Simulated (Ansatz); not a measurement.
fcc Ni was calculated with PBEsol in Ansatz (PAW).

Numerical settings: plane-wave cutoff 520 eV, 32×32×32 k mesh, Fermi–Dirac smearing 0.034 eV (set by the program), spin-polarised with parallel moments, scalar-relativistic PAW data made under PBE.

Computed at the level's own relaxed cell.

Question: Predict the Poisson ratio, Young modulus, elastic constant C11, polycrystal shear modulus (Hill average), elastic constant C12 and elastic constant C44.

Answer: 
- Poisson ratio: 0.290
- Young modulus: 292 GPa
- elastic constant C11: 326 GPa
- polycrystal shear modulus (Hill average): 113 GPa
- elastic constant C12: 184 GPa
- elastic constant C44: 154 GPa

Measured, for comparison: elastic constant C11 261 GPa, elastic constant C12 151 GPa, elastic constant C44 132 GPa (0 K, low-temperature values given for 0 K; zero-point effects included; as tabulated in Li et al. (2021), arXiv:2102.01972). Computed (rounded) less measured: elastic constant C11 +25 %, elastic constant C12 +22 %, elastic constant C44 +17 %.

Elastic constants are with the ions relaxed.

The computed numbers hold no vibrational or temperature effects.

It cost very roughly 17 core-minutes of CPU time.

Ansatz is a quantum-chemistry and plane-wave program.
